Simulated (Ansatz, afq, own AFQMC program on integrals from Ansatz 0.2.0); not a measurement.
**Atomization energy of HCl, singlet**

```json
{"atom": "Cl", "x (Å)": "0.0000", "y (Å)": "0.0000", "z (Å)": "0.0000"}
{"atom": "H", "x (Å)": "0.0000", "y (Å)": "0.0000", "z (Å)": "1.2788"}
```

Atoms in their ground-state spins without spin–orbit coupling (mostly on UHF) minus the molecule (RHF), without zero-point energy. The geometry is a stationary point, not shown to be a minimum.

Basis cc-pVTZ. Only valence electrons are correlated. Integrals, coupled cluster, full CI and functionals: Ansatz 0.2.0; the random walks run on the same integrals in our own AFQMC program. The CISD trial takes its coefficients from CCSD amplitudes. Released means that phaseless walkers are propagated on without the constraint, phases kept. Free projection: walkers drawn from exp(T), propagated without any constraint. Its projection time is finite, and what remains of the start isn't in its error. Uncertainties: one standard error, sampling alone. The errors of all members are added in quadrature.

No full CI on the walks' own integrals is used here; CCSDT(Q) serves as the reference and is uncertain by about the last step of the cluster series. Each member takes its own surest rung, up to full CI.

The best estimate is CCSD(T) at the basis-set limit (CBS: def2-TZVPP and def2-QZVPP, with their diffuse functions for anions and beside diffuse sets, CCSD(T) itself extrapolated) plus the step from CCSD(T) to CCSDT(Q) in cc-pVTZ. Rows without CBS are in cc-pVTZ; B2PLYP and the wave-function rows carry a basis error of their own. Core correlation and relativity beyond core potentials are missing, and ± holds the sampling alone.

Cautions: other spins of the molecule weren't checked.

Best estimate: 4.659 eV.

| level | atomization energy (eV) | error against the best estimate (eV) |
| --- | --- | --- |
| HF | 3.307 | -1.353 |
| MP2 | 4.524 | -0.135 |
| CCSD | 4.448 | -0.211 |
| CCSD(T) | 4.506 | -0.153 |
| CCSDT | 4.502 | -0.157 |
| CCSDT(Q) | 4.506 | -0.153 |
| ph-AFQMC/CISD | 4.515 ± 0.008 | -0.144 ± 0.008 |
| released AFQMC | 4.498 ± 0.012 | -0.162 ± 0.012 |
| free AFQMC | 4.538 ± 0.024 | -0.121 ± 0.024 |
| HF/CBS | 3.340 | -1.320 |
| MP2/CBS | 4.690 | 0.030 |
| CCSD(T)/CBS | 4.659 | 0.000 |
| PBE | 4.584 | -0.075 |
| r2SCAN | 4.579 | -0.080 |
| PBE0 | 4.521 | -0.138 |
| B3LYP | 4.523 | -0.137 |
| wB97M-V | 4.622 | -0.038 |
| B2PLYP | 4.511 | -0.148 |

Correlation beyond CCSD(T) changes it by less than 2 meV. Going to the basis-set limit adds 0.153 eV at CCSD(T). The perturbative (T) step is worth +0.058 eV. The functionals spread over 0.111 eV; wB97M-V and PBE come nearest and B2PLYP is 0.148 eV too low.

Best estimates are given only where the step beyond CCSD(T) is under 0.3 eV and no member's determinant is very poor (T1 over 0.05, or 0.07 for open shells, ⟨S²⟩ too high by 0.3, two states mixed), so the hardest cases are missing from such tables.

The functionals ran in a triple-zeta set and keep a basis error of their own, a few kJ/mol for each bond in atomization energies and more for double hybrids, so close places among them and the extrapolated levels can swap.

CCSDT and higher add their correlation energy to the determinant of the CCSD(T) run, since their own runs factorise the integrals more tightly (a shift of under 2 meV). Free projections are given only where their last times agree within the noise and don't stop above the reference; a slow remainder of the start can still hide under it. Each member of a difference takes its own highest rung, so a best estimate needn't equal the limit plus the step of one row. A walk keeps the symmetry of its determinant, which the program's search chose and which needn't be the lowest solution, so a lower state of the same spin and another symmetry isn't excluded. Released energies are given only where the last usable release times agree within the noise; a slower fall can still hide under it.
